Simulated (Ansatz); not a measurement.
Results of G0W0@HSE06 in Ansatz (plane waves, hard PAW, contour deformation) for tetradymite Bi2Te3.

The same calculation (at the measured cell, 33.871 Å³/atom) with different numerical settings; throughout: k mesh 2×2×2:

| run | response cutoff (eV) | empty bands | quasiparticle gap on the mesh (eV) | quasiparticle gap at Γ (eV) | rough time |
|---|---|---|---|---|---|
| 1 | 70 | 414 | 0.527 | 0.527 | 20 core-min |
| 2 | 105 | 760 | 0.564 | 0.564 | 40 core-min |
| 3 | 140 | 1170 | 0.585 | 0.585 | 60 core-min |
| 4 | 175 | 1636 | 0.600 | 0.600 | 2 core-h |
| 5 | 210 | 2150 | 0.609 | 0.609 | 4 core-h |

In the column quasiparticle gap on the mesh (eV) the first row differs from the last by -0.082 and the next to last by -0.009.

The last row is no converged limit: other settings stay fixed.

Spin–orbit coupling is not included.

Note: filled d or f shells below the valence bands can shift G0W0 gaps through exchange with them, which wasn't tested here. Note: GW on a hybrid start was not checked against another program.

Ansatz is an electronic-structure program.
